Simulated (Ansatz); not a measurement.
Geometry optimisation, RHF/def2-SVP in Ansatz 0.2.0.

input.yaml

```yaml
crystal:
  periodic: [false, false, false]
  atoms:
    - { symbol: B, position_ang: [0.060489, 0.512982, 0.056309] }
    - { symbol: H, position_ang: [-0.040386, 0.399459, 1.242296] }
    - { symbol: H, position_ang: [1.120792, 0.782092, -0.426092] }
    - { symbol: H, position_ang: [-0.924915, 0.433201, -0.619764] }
    - { symbol: O, position_ang: [0.23743, -2.039324, 0.553835] }
    - { symbol: Si, position_ang: [-0.722714, -3.214134, -0.124946] }
    - { symbol: H, position_ang: [0.033549, -4.477777, -0.16103] }
    - { symbol: H, position_ang: [-1.952899, -3.378669, 0.684828] }
    - { symbol: H, position_ang: [-1.087742, -2.828596, -1.502016] }
    - { symbol: H, position_ang: [-0.078306, -1.470634, 1.273479] }
basis:
  gaussian: { orbitals: def2-SVP }
hamiltonian:
  xc: hf
relax:
  f_tol: 0.03
  max_steps: 50
```

Run as:

```bash
$ ansatz run input.yaml --threads 1 --pin off --max-ram 2048MiB --backend cpu --events-out ev --progress --plain --runs-dir out
```

Where does it end, and by what steps?

The run converged. After 19 steps the energy has fallen by 0.342 eV; H10 moved furthest, 1.07 Å. Joined: B1–O5 (2.61 → 1.75 Å).

```csv
step,energy less start (eV),largest force component (eV/Å),accepted
0,0.0000,1.124,yes
1,-0.0596,0.675,yes
2,-0.1000,0.634,yes
3,-0.1237,1.022,yes
4,-0.1537,1.054,yes
5,-0.2038,0.355,yes
6,-0.2139,0.273,yes
7,-0.2492,1.821,yes
8,-0.2902,0.498,yes
9,-0.2654,0.684,no
10,-0.3091,0.137,yes
11,-0.3162,0.059,yes
12,-0.3179,0.535,yes
13,-0.3326,0.172,yes
14,-0.3310,0.256,no
15,-0.3374,0.032,yes
16,-0.3391,0.184,yes
17,-0.3400,0.202,yes
18,-0.3414,0.032,yes
19,-0.3416,0.027,yes
```

```xyz
10
Properties=species:S:1:pos:R:3
B -0.127 0.034 0.194
H -0.332 0.441 1.315
H 0.883 0.426 -0.344
H -1.105 -0.051 -0.519
O 0.204 -1.664 0.457
Si -0.767 -2.903 -0.181
H -0.142 -4.163 0.271
H -2.127 -2.771 0.361
H -0.749 -2.796 -1.645
H 0.907 -1.834 1.068
```

The run took 25 s on 1 thread of Arm Neoverse V1, on a shared host, peak memory 0.14 GiB.
